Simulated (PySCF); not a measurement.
# Working out the electron affinity of P

P⁻ [Ne] 3s2 3p4 (3P) → P [Ne] 3s2 3p3 (4S). Calculation: PySCF 2.14, in aug-cc-pVDZ-DK; the spin-free X2C one-electron Hamiltonian (Gaussian nucleus). Frozen: [Ne]. Energies in hartree (1 hartree = 27.21139 eV):

```json
{"part": "UHF", "P⁻ (lower)": "-341.510448", "P (upper)": "-341.524308"}
{"part": "CCSD correlation", "P⁻ (lower)": "-0.109902", "P (upper)": "-0.085087"}
{"part": "(T)", "P⁻ (lower)": "-0.003429", "P (upper)": "-0.001546"}
```

Task: What does Hartree-Fock give?

Result: (-341.524308) − (-341.510448) = -0.013860 hartree = -0.377 eV.

Task: What do CCSD and CCSD(T) give?

Result: The CCSD correlation energies differ by 0.024815 hartree = 0.675 eV and the triples by 0.001883 hartree = 0.051 eV, so CCSD gives 0.298 eV and CCSD(T) 0.349 eV.

A first-order spin-orbit estimate adds 0.012 eV to CCSD(T) (valence), giving 0.361 eV against 0.747 eV (measured; photodetachment measurements, as compiled on the Wikipedia data page of electron affinities).

A double-zeta basis recovers only part of the correlation energy.

What remains against the reference includes basis incompleteness, the frozen core and higher excitations.
